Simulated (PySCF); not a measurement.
C3H3ClO.
Numbering: `[CH2:1]=[CH:2][C:3](=[O:4])[Cl:5]` (hydrogens: H6, H7 on C1; H8 on C2)

Geometry (PBE0-D3(BJ)/def2-SVP, Å), atoms numbered from 1 in this order:
```xyz
8
C3H3ClO angstrom
C     -0.2577    0.5907   -0.4823
C      0.9245    0.9028    0.0565
C      2.1482    0.8478   -0.7708
O      2.2217    0.5709   -1.9225
Cl     3.6092    1.2561    0.1719
H     -0.3254    0.2957   -1.5335
H     -1.1761    0.6211    0.1084
H      1.0369    1.1996    1.1008
```

Jobs on this species (8 atoms, 46 electrons) with PySCF (density fitting). Hardware of each: an Intel Xeon 6975P-C with one thread, no GPU, shared host. Times come from a shared host and carry two figures at best. Peak memory is the resident size of the whole Python process, interpreter and libraries included.

```csv
level and settings,work,basis functions,SCF cycles,wall time,peak memory
KT2/pcSseg-2,shieldings,229,?,?,?
HF/pcSseg-2,shieldings,229,?,?,?
B3LYP/pcSseg-2,shieldings,229,15,14 s,0.98 GiB
mPW1PW91/pcSseg-2,shieldings,229,15,14 s,0.98 GiB
BLYP/pcSseg-2,shieldings,229,17,20 s,0.88 GiB
BP86/pcSseg-2,shieldings,229,17,21 s,1.0 GiB
"PBE0-D3(BJ)/def2-SVP, grid level 1",geometry optimisation from a GFN2-xTB start shaken at random,89,46,11 s,0.38 GiB
PBE0/pcSseg-2,shieldings,229,15,16 s,0.98 GiB
B97-D/pcSseg-2,shieldings,229,18,21 s,1.1 GiB
```

Fill in the missing figures.

- KT2/pcSseg-2; shieldings: 21 s, 0.88 GiB, 18 SCF cycles
- HF/pcSseg-2; shieldings: 7.3 s, 1.1 GiB, 12 SCF cycles

What do all jobs in the table cost together?

About 2.4 min; the longest takes about 14 % of that, and about 2.9 times as long as the shortest.
